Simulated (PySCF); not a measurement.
Estimate the missing entries of this data sheet.

Compound: C₅H₇ (charge +1).
Z-matrix (Å and degrees, GFN2-xTB geometry), rows numbered from 1:
```
C 
C   1  1.3828
C   2  1.4562  1  111.10
C   3  1.5230  2  104.46  1    -0.06
C   1  1.3827  2  108.87  3     0.01
H   1  1.0757  2  125.57  3  -179.99
H   2  1.0787  1  125.21  3   179.99
H   3  1.0969  2  111.04  1  -122.77
H   3  1.0970  2  111.08  1   122.59
H   4  1.0970  3  113.45  2  -120.96
H   4  1.0969  3  113.49  2   121.16
H   5  1.0786  1  125.21  2  -179.97
```

```csv
property,level,value
point group of the GFN2-xTB geometry,GFN2-xTB,?
"rotational constants A, B, C of the GFN2-xTB geometry",GFN2-xTB,"8.109, 7.842, 4.184 GHz"
HOMO energy,CAM-B3LYP/def2-SVPD,?
LUMO energy,CAM-B3LYP/def2-SVPD,?
lowest singlet excitation,TDDFT CAM-B3LYP/def2-SVPD,"5.29 eV (234 nm, f = 0.200)"
strongest line among the 8 lowest singlet transitions,TDDFT CAM-B3LYP/def2-SVPD,"S7 at 9.25 eV (134 nm, f = 0.285)"
lowest triplet excitation (Tamm–Dancoff),TDA CAM-B3LYP/def2-SVPD,3.07 eV
static isotropic polarisability,CAM-B3LYP/def2-SVPD,?
electronic spatial extent ⟨r²⟩ about the centre of nuclear charge,CAM-B3LYP/def2-SVPD,?
13C chemical shifts (computed TMS as zero) by class,GIAO PBE0/pcSseg-1,?
1H chemical shifts (computed TMS as zero) by class,GIAO PBE0/pcSseg-1,?
largest of the computed one-bond spin–spin couplings (means over like bonds),"B3LYP/pcJ-1, spin–dipole term left out","13C–1H +190.7 (C1–H6), 13C–1H +186.0 (C2–H7 and 1 like it), 13C–1H +139.8 (C3–H8 and 3 like it), 13C–13C +53.5 (C1–C2 and 1 like it), 13C–13C +36.7 (C2–C3 and 1 like it), 13C–13C +35.8 (C3–C4) Hz"
```

Gas-phase values; electronic properties from PySCF, density fitting. Isolated species at its GFN2-xTB geometry, gas phase.

**Question.** The HOMO energy?

**Answer.** -15.85 eV.

**Question.** The 13C chemical shifts (computed TMS as zero) by class?

**Answer.** 248.3 (C2/C5), 155.8 (C1), 56.5 (C3/C4) ppm.

**Question.** Give the LUMO energy.

**Answer.** -7.68 eV.

**Question.** What is the static isotropic polarisability?

**Answer.** 50.2 au.

**Question.** The 1H chemical shifts (computed TMS as zero) by class?

**Answer.** 11.22 (H7/H12), 8.66 (H6), 4.38 (H8/H9/H10/H11) ppm.

**Question.** The electronic spatial extent ⟨r²⟩ about the centre of nuclear charge?

**Answer.** 329 bohr².

**Question.** The point group of the GFN2-xTB geometry?

**Answer.** C2v.

With B = h/(8π²I), that is 505.379 GHz u Å² over I, the principal moments of inertia are 62.3, 64.4 and 120.8 u Å² (most abundant isotopes); the inertial defect Ic − Ia − Ib is -5.9 u Å² (zero for a rigid planar frame, negative otherwise). No computed singlet falls in the visible range (750 to 380 nm, 1.65 to 3.26 eV); S1 lies 2.03 eV above its blue end. The largest Löwdin shares of the LUMO are 0.32 on C2, 0.32 on C5 and 0.10 on C1. In wavenumbers S1 is 42700 cm⁻¹ (1 eV = 8065.54 cm⁻¹). The largest Löwdin shares of the HOMO are 0.35 on C1, 0.19 on C5 and 0.19 on C2. The rotational constants make it an asymmetric top with κ = (2B − A − C)/(A − C) = 0.86, nearer the oblate limit (+1).
